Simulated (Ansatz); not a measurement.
# CHNSi (triplet): wave-function methods side by side, cc-pVDZ

One table from this session's results is given with a row withheld; the runs are named, their logs left out.

The runs use Ansatz 0.2.0, Gaussian basis; cc-pVDZ, core rule «outside noble gas», up to 7 orbitals frozen.

The runs, in order: UHF; CCSD(T) on ROHF; CCSD(T) on UHF; BCCD(T) on ROHF; CISD; CCSDT(Q) on ROHF; CCSDT(Q) on UHF; CASSCF and NEVPT2, 10 electrons in 10 orbitals.

20 further runs of the same task are left out: 6 that didn't finish, 14 set aside as unsound or not needed.

### The geometry

The geometry is a PBE0/def2-TZVP stationary point (not a proven minimum).

4 atoms, charge 0, spin multiplicity 3.

Atoms are counted from 1 here; the program's logs count them from 0.

Bond lengths: C1–N2 1.240 Å, C1–Si3 1.952 Å, N2–H4 1.013 Å. Angles: N2–C1–Si3 78.7°, C1–N2–H4 135.7°.

The first run:

Contents of in.yaml:

```yaml
crystal:
  periodic: [false, false, false]
  atoms:
    - {symbol: C, position_ang: [0.000000, -0.784833, 0.780179]}
    - {symbol: N, position_ang: [0.000000, 0.409287, 1.114041]}
    - {symbol: Si, position_ang: [0.000000, 0.098619, -0.960690]}
    - {symbol: H, position_ang: [0.000000, 0.916592, 1.991118]}
basis:
  gaussian: {orbitals: cc-pVDZ}
magnetization: {spin_polarized: true, initial_magnetization: 2}
hamiltonian: {xc: hf}
output: {orbitals: {seedname: orbitals}}
```

On the command line:

```bash
ansatz run in.yaml --threads 1 --pin off --events-out ev --progress --plain --max-ram 2393MiB
```

Steps of the session up to this table: UHF; CCSD(T) on ROHF; CCSD(T) on UHF; BCCD(T) on ROHF; CISD; CCSDT(Q) on ROHF; CCSDT(Q) on UHF; CASSCF and NEVPT2, 10 electrons in 10 orbitals.

One table of the session follows, with a row left open; its other results are not shown here.

| method | from UCCSDT(Q) (kJ/mol) |
| --- | --- |
| ROHF | +1024.5 |
| UHF | +998.1 |
| RMP2 | +120.4 |
| UMP2 | +129.5 |
| CISD | +155.7 |
| RCCSD | +49.9 |
| UCCSD | +49.0 |
| RCCSD(T) | +7.2 |
| UCCSD(T) | +7.5 |
| BCCD(T) | +7.1 |
| RCCSDT | +4.2 |
| UCCSDT | ? |
| RCCSDT(Q) | +0.4 |
| UCCSDT(Q) | 0 |
| CASSCF frontier | +708.2 |
| NEVPT2 frontier | +156.9 |

Estimate the missing values for UCCSDT.

The run gave: from UCCSDT(Q) (kJ/mol): +4.0. In the column «from UCCSDT(Q) (kJ/mol)» it lies between RCCSDT(Q) (+0.4) and RCCSDT (+4.2).

With the free atoms at the same levels and basis (separate runs), the atomisation energy is 11.622 eV at UCCSDT(Q), 11.576 eV at RCCSD(T), 11.570 eV at UCCSD(T), 7.470 eV at ROHF.

Caveats from the session: Restricted and unrestricted rows rest on different reference determinants; where their highest levels disagree by more than a few hundredths of an eV, they describe different states and don't form one ladder.
